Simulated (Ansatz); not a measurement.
in.yaml

```yaml
crystal:
  periodic: [false, false, false]
  atoms:
    - {symbol: C, position_ang: [0.000000, -0.284291, 2.059111]}
    - {symbol: Ge, position_ang: [0.000000, 0.088210, 0.351243]}
    - {symbol: P, position_ang: [0.000000, -0.096781, -1.723012]}
    - {symbol: H, position_ang: [0.000000, 0.004635, 3.097890]}
basis:
  gaussian: {orbitals: cc-pVDZ}
magnetization: {spin_polarized: false, initial_magnetization: 4}
correlation: {method: ccsdt_q, electrons: outside_noble_gas}
```

```sh
$ ansatz run in.yaml --threads 1 --pin off --events-out ev --progress --plain --max-ram 2393MiB
```

Output:

```
1222 factors; integrals over basis functions are off by at most 1.5e-7 eV
mean field evaluation 1: about -66782.3821 eV, gradient 1.5e1 eV
mean field evaluation 2: about -66782.3869 eV, gradient 1.5e1 eV
mean field evaluation 4: about -66783.8667 eV, gradient 4.1e0 eV
mean field evaluation 8: about -66784.3318 eV, gradient 6.5e-1 eV
mean field evaluation 16: about -66784.3738 eV, gradient 7.0e-6 eV
mean field evaluation 32: about -66783.8610 eV, gradient 4.1e0 eV
mean field evaluation 64: about -66784.3224 eV, gradient 1.3e-2 eV
mean field evaluation 96: about -66783.9885 eV, gradient 1.4e0 eV
mean field evaluation 128: about -66782.2062 eV, gradient 3.8e0 eV
mean field evaluation 160: about -66784.3177 eV, gradient 1.7e-1 eV
...
cycle  32  -9.04043863 eV  change    6.6e-7 eV  update   4.1e-6
cycle  33  -9.04043657 eV  change    2.1e-6 eV  update   3.0e-6
cycle  34  -9.04043553 eV  change    1.0e-6 eV  update   2.1e-6
cycle  35  -9.04043527 eV  change    2.7e-7 eV  update   1.6e-6
cycle  36  -9.04043633 eV  change   -1.1e-6 eV  update   1.2e-6
cycle  37  -9.04043727 eV  change   -9.4e-7 eV  update   9.0e-7
cycle  38  -9.04043802 eV  change   -7.5e-7 eV  update   7.0e-7
cycle  39  -9.04043843 eV  change   -4.1e-7 eV  update   4.8e-7
cycle  40  -9.04043885 eV  change   -4.3e-7 eV  update   3.5e-7
cycle  41  -9.04043953 eV  change   -6.8e-7 eV  update   2.8e-7
perturbative correction -0.05895441 eV, -0.0021665345 hartree
Total energy: -66793.42185640 eV, -2454.6129790151 hartree
```

Ran on 1 thread of Arm Neoverse V2, shared host: 2.7 min wall, 0.89 GiB peak host memory.
